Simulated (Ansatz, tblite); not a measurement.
**[Co(H2O)6]2+ (CoH₁₂O₆ (+2)): rung by rung**

An exercise on one series of results from a longer session: the logs are not shown, and one member is left open.

Method: as each input shows; program: Ansatz 0.2.0, Gaussian basis.

Plan: GFN1-xTB, GFN2-xTB, PBE-D4/def2-TZVP, r2SCAN-D4/def2-TZVP, B2PLYP/def2-TZVP, B97M-V/def2-TZVP, PBE-D4/def2-SVP, PBE0-D4/def2-SVP, MP2/def2-TZVP, RPA/def2-TZVP.

2 further runs of the same task are left out: 2 set aside as unsound or not needed.

**The structure**

The quartet was relaxed beforehand with r2SCAN-D4/def2-SVP.

19 atoms, charge 2, spin multiplicity 4.

Bond lengths: Co1–O2 2.085 Å, Co1–O5 2.087 Å, Co1–O8 2.085 Å, Co1–O11 2.086 Å, Co1–O14 2.085 Å, Co1–O17 2.085 Å, O2–H3 0.971 Å, O2–H4 0.971 Å, O5–H6 0.971 Å, O5–H7 0.971 Å, O8–H9 0.971 Å, O8–H10 0.971 Å, O11–H12 0.971 Å, O11–H13 0.971 Å, O14–H15 0.971 Å, O14–H16 0.971 Å, O17–H18 0.971 Å, O17–H19 0.971 Å. Angles: O2–Co1–O5 179.9°, O2–Co1–O8 86.9°, O2–Co1–O11 93.2°, O2–Co1–O14 87.1°, O2–Co1–O17 92.9°, O5–Co1–O8 93.1°, O5–Co1–O11 86.7°, O5–Co1–O14 92.9°, O5–Co1–O17 87.1°, O8–Co1–O11 179.8°, O8–Co1–O14 93.0°, O8–Co1–O17 87.1°, O11–Co1–O14 87.0°, O11–Co1–O17 92.9°, O14–Co1–O17 179.9°, Co1–O2–H3 125.2°, Co1–O2–H4 127.7°, H3–O2–H4 106.5° and more.

As a file:

```xyz
19

Co    0.0012    0.0000    0.0019
O     0.0928    0.1397    2.0806
H    -0.1489    0.9232    2.6002
H     0.2466   -0.5763    2.7181
O    -0.0925   -0.1401   -2.0784
H     0.1525   -0.9221   -2.5986
H    -0.2407    0.5776   -2.7150
O     2.0845    0.0766    0.0167
H     2.6278    0.3402    0.7768
H     2.6904   -0.0124   -0.7364
O    -2.0835   -0.0774   -0.0189
H    -2.6965    0.0096    0.7286
H    -2.6192   -0.3359   -0.7859
O    -0.1857    2.0766   -0.0241
H     0.5173    2.7424    0.0426
H    -1.0029    2.5594   -0.2272
O     0.1837   -2.0772    0.0270
H    -0.5248   -2.7376   -0.0361
H     0.9976   -2.5663    0.2281
```

Formally the metal is d7. No spin-orbit coupling is included. The ion is computed in the gas phase, without counter-ions or solvent.

PBE0-D4/def2-TZVP was run before; its log isn't repeated, and its numbers join the tables.

Set-up of the first run:

Tight binding, by tblite at 300 K electronic temperature and without a spin-polarisation term:

```python
tblite.interface.Calculator('GFN1-xTB', numbers, positions, charge=2, uhf=3).singlepoint()
```

Tight binding, by tblite at 300 K electronic temperature and without a spin-polarisation term:

```python
tblite.interface.Calculator('GFN2-xTB', numbers, positions, charge=2, uhf=3).singlepoint()
```

start.molden holds the orbitals of an earlier run on this state, given as this run's starting guess.

File in.yaml:

```yaml
crystal:
  periodic: [false, false, false]
  atoms:
    - {symbol: Co, position_ang: [0.001211, -0.000004, 0.001915]}
    - {symbol: O, position_ang: [0.092797, 0.139719, 2.080620]}
    - {symbol: H, position_ang: [-0.148860, 0.923200, 2.600172]}
    - {symbol: H, position_ang: [0.246598, -0.576272, 2.718108]}
    - {symbol: O, position_ang: [-0.092450, -0.140142, -2.078389]}
    - {symbol: H, position_ang: [0.152479, -0.922124, -2.598637]}
    - {symbol: H, position_ang: [-0.240712, 0.577579, -2.714955]}
    - {symbol: O, position_ang: [2.084547, 0.076627, 0.016707]}
    - {symbol: H, position_ang: [2.627798, 0.340221, 0.776839]}
    - {symbol: H, position_ang: [2.690398, -0.012404, -0.736441]}
    - {symbol: O, position_ang: [-2.083483, -0.077444, -0.018854]}
    - {symbol: H, position_ang: [-2.696492, 0.009590, 0.728641]}
    - {symbol: H, position_ang: [-2.619153, -0.335863, -0.785912]}
    - {symbol: O, position_ang: [-0.185719, 2.076552, -0.024139]}
    - {symbol: H, position_ang: [0.517311, 2.742438, 0.042567]}
    - {symbol: H, position_ang: [-1.002892, 2.559365, -0.227192]}
    - {symbol: O, position_ang: [0.183738, -2.077160, 0.026961]}
    - {symbol: H, position_ang: [-0.524762, -2.737574, -0.036072]}
    - {symbol: H, position_ang: [0.997646, -2.566311, 0.228064]}
basis:
  gaussian: {orbitals: def2-TZVP, initial_orbitals: start.molden}
total_charge: 2
magnetization: {spin_polarized: true, initial_magnetization: 3}
hamiltonian: {xc: pbe, dispersion: d4}
scf: {omitted_lower_state_checks: [starts]}
output: {orbitals: {seedname: orbitals}}
```

The run is started by

```bash
$ ansatz run in.yaml --threads 4 --pin off --events-out ev --progress --plain --max-ram 9574MiB
```

Steps of the session up to this table: PBE-D4/def2-TZVP; r2SCAN-D4/def2-TZVP; B2PLYP/def2-TZVP; B97M-V/def2-TZVP; PBE-D4/def2-SVP; PBE0-D4/def2-SVP; MP2/def2-TZVP; RPA/def2-TZVP.

One of the session's tables, all rows but one given; the rest of the session is left out.

It belongs to the step «Levels side by side». 

| level | HOMO (eV) | LUMO (eV) | gap (eV) |
| --- | --- | --- | --- |
| PBE-D4/def2-SVP | -13.04 | -12.14 | 0.90 |
| PBE-D4/def2-TZVP | -13.54 | -12.67 | 0.87 |
| r2SCAN-D4/def2-TZVP | ? | ? | ? |
| B97M-V/def2-TZVP | -14.41 | -11.61 | 2.80 |
| PBE0-D4/def2-SVP | -15.80 | -9.57 | 6.24 |
| PBE0-D4/def2-TZVP | -16.11 | -10.02 | 6.09 |

**Question.** Estimate the row for r2SCAN-D4/def2-TZVP.

The run gave: HOMO (eV): -13.99; LUMO (eV): -11.96; gap (eV): 2.03. In the column «HOMO (eV)» it lies between B97M-V/def2-TZVP (-14.41) and PBE-D4/def2-TZVP (-13.54).
